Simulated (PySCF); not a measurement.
# Variants of one PySCF input: ClF

Base input, run as `OMP_NUM_THREADS=1 python input.py` with PySCF 2.14:

```python
from pyscf import gto, scf, mp

mol = gto.M(
    atom='Cl 0 0 0; F 0 0 1.585',
    basis='jorge-dzp',
    charge=0,
    spin=0,
    symmetry=True,
    verbose=3,
)
mf = scf.RHF(mol)
mf.kernel()
mp.MP2(mf, frozen=6).kernel()
mf.dip_moment()
print('orbital energies (hartree):', mf.mo_energy[..., max(0, mol.nelec[1]-3):mol.nelec[0]+3].round(4))
```

Base result: E(SCF) = -558.869302 Eh, E(MP2) − E(SCF) = -0.32381 Eh, μz(SCF) = -1.31 D. Stability towards an unrestricted solution was not tested. The bond length is a typed value, not an optimised one.

Run time: 1.1 s on 1 thread of Arm Neoverse V1 (shared host), peak memory 0.12 GiB.

Each row names what differs from the base; energies in brackets are changes from the base.

| change | result |
| --- | --- |
| electric field along z (a.u.): none → 0.2; point-group symmetry: on → off [unsound on purpose] [may be another electronic state] | E(SCF) = -559.123853 Eh (-6.9267 eV), E(MP2) − E(SCF) = -0.30779 Eh, μz(SCF) = 7.99 D |
| functional: none (Hartree–Fock) → b3lyp; SCF type: RHF → RKS; step after the SCF: mp2 → analyze | E(SCF) = -559.999078 Eh, μz(SCF) = -1.01 D |
| step after the SCF: mp2 → eomip; number of roots: default → 4 | E(SCF) = -558.869302 Eh (+0.0000 eV), E(CCSD) − E(SCF) = -0.33907 Eh, μz(SCF) = -1.31 D, ionisation roots 12.263, 12.263, 16.999, 16.999 eV |
| spin (2S): 0 → 2; SCF type: RHF → UHF | not converged: SCF |
| Cartesian functions: off → on | E(SCF) = -558.871432 Eh (-0.0580 eV), E(MP2) − E(SCF) = -0.32565 Eh, μz(SCF) = -1.28 D |
| geometry: bond 1.585 → bond 25 [unsound on purpose] [stretched restricted solution, likely unstable] | not converged: SCF |
| basis set: jorge-dzp → def2-svpd | E(SCF) = -558.620217 Eh (+6.7780 eV), E(MP2) − E(SCF) = -0.34423 Eh, μz(SCF) = -1.04 D |
| spin (2S): 0 → 28 [unsound on purpose] [runs as restricted open-shell] | stops with AssertionError |
| basis set: jorge-dzp → crenbl; core potential: off → on; frozen orbitals: 6 → 0 | E(SCF) = -38.494650 Eh, E(MP2) − E(SCF) = -0.18986 Eh, μz(SCF) = -1.52 D |
| length unit: angstrom → bohr [unsound on purpose] | E(SCF) = -556.407265 Eh (+66.9954 eV), E(MP2) − E(SCF) = -0.27595 Eh, μz(SCF) = 3.90 D |
| frozen orbitals: 6 → 7 | E(SCF) = -558.869302 Eh (+0.0000 eV), E(MP2) − E(SCF) = -0.26974 Eh, μz(SCF) = -1.31 D |
| SCF type: RHF → ROHF | E(SCF) = -558.869302 Eh (+0.0000 eV), E(MP2) − E(SCF) = -0.32381 Eh, μz(SCF) = -1.31 D |
| functional: none (Hartree–Fock) → olyp; SCF type: RHF → RKS; step after the SCF: mp2 → analyze | E(SCF) = -559.985443 Eh, μz(SCF) = -0.89 D |
| PCM solvent, dielectric constant: none → 2.27; step after the SCF: mp2 → analyze | E(SCF) = -558.870536 Eh (-0.0336 eV), μz(SCF) = -1.43 D |
| density fitting: none → def2-universal-jkfit | E(SCF) = -558.869230 Eh (+0.0020 eV), E(MP2) − E(SCF) = -0.32381 Eh, μz(SCF) = -1.31 D |
| functional: none (Hartree–Fock) → pbe0; SCF type: RHF → RKS; step after the SCF: mp2 → analyze | E(SCF) = -559.737885 Eh, μz(SCF) = -0.99 D |
| step after the SCF: mp2 → casscf; active space: default → 4 electrons in 4 orbitals | stops with PointGroupSymmetryError (Incomplete 2D-irrep orbitals for cylindrical symmetry.) after the SCF |
| spin (2S): 0 → 1 [unsound on purpose] [runs as restricted open-shell] | stops with RuntimeError (Electron number 26 and spin 1 are not consistent) |
| electric field along z (a.u.): none → 0.005; point-group symmetry: on → off | E(SCF) = -558.866937 Eh (+0.0644 eV), E(MP2) − E(SCF) = -0.32425 Eh, μz(SCF) = -1.10 D |
| step after the SCF: mp2 → casscf; active space: default → 6 electrons in 5 orbitals | stops with PointGroupSymmetryError (Incomplete 2D-irrep orbitals for cylindrical symmetry.) after the SCF |
| cycle limit: 50 → 8 | not converged: SCF |

Question: Order these changes by how far they move the SCF energy from the base, largest first: (1) Cartesian functions: off → on; (2) PCM solvent, dielectric constant: none → 2.27; step after the SCF: mp2 → analyze; (3) density fitting: none → def2-universal-jkfit; (4) electric field along z (a.u.): none → 0.005; point-group symmetry: on → off.

Answer: (4) +0.0644 eV, (1) -0.0580 eV, (2) -0.0336 eV, (3) +0.0020 eV.
